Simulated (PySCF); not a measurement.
## Relaxation of singlet NO₂(OH)

Level of theory: PySCF, PBE, basis N def2-TZVP, O def2-TZVP, H def2-TZVP (no relativity, density fitting). A (50,194) grid was used.

A hand-made T-shaped (ligand arrangement 1) (heavy-atom frame) start, with no symmetry imposed:

```xyz
5
charge 0 multiplicity 1, angstrom
N     0.0744   -0.0118   -0.3204
O     0.0744   -0.0118    0.8496
O     1.2437   -0.0118   -0.2796
O    -1.2648   -0.0118   -0.2736
H    -1.8815    0.7236   -0.2521
```

Q: What forces act on the atoms at the start (eV/Å)?

A: 
| atom | Fx | Fy | Fz |
| --- | --- | --- | --- |
| N1 | 5.73 | -1.74 | 0.96 |
| O2 | -5.23 | 0.14 | 18.43 |
| O3 | 12.84 | 1.16 | -12.74 |
| O4 | -13.18 | -1.03 | -7.00 |
| H5 | -0.17 | 1.47 | 0.36 |

Q: What does it relax to?

A: It ends at Cs with N–O 1.200 Å, N–O 1.216 Å, N–O 1.444 Å, O–H 0.982 Å; H–O–N 101.9°, O–N–O 113.5°, O–N–O 115.4°, O–N–O 131.1° (after a last refinement on a finer grid). A frequency run shows a minimum. Other isomers or separated fragments may lie lower.

Q: How much energy is released, and in how many steps?

A: 1034.7 kJ/mol in 19 steps.

The relaxation took 27 s on 4 threads of a shared Arm Neoverse V2 host, with 130 basis functions and 22 gradients; the process peaked at 0.75 GiB. Launch command: `OMP_NUM_THREADS=4 python axn.py task.json out`.
